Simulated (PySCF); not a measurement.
Computed with r2SCAN-D4/def2-TZVP (PySCF 2.14.0). Isolated molecules, 0 K electronic values unless said otherwise. Delta-SCF ions had no search for a lower state. 

Reference species (SMILES): `CN` (neutral, multiplicity 1).

| Property | Value |
|---|---|
| HOMO | -5.62 eV |
| HOMO–LUMO gap | 6.82 eV |
| vertical ionisation energy (Delta-SCF) | 9.45 eV |

Changed species: `C` (4 of 4 NH2 replaced by H; the reference has 3 of 4 NH2 replaced by H).

Predict the effect on the HOMO, HOMO–LUMO gap and vertical ionisation energy (Delta-SCF).

the HOMO falls by 4.19 eV, to -9.81 eV; the HOMO–LUMO gap goes up by 4.96 eV, to 11.78 eV; the vertical ionisation energy (Delta-SCF) rises by 4.68 eV, to 14.13 eV.
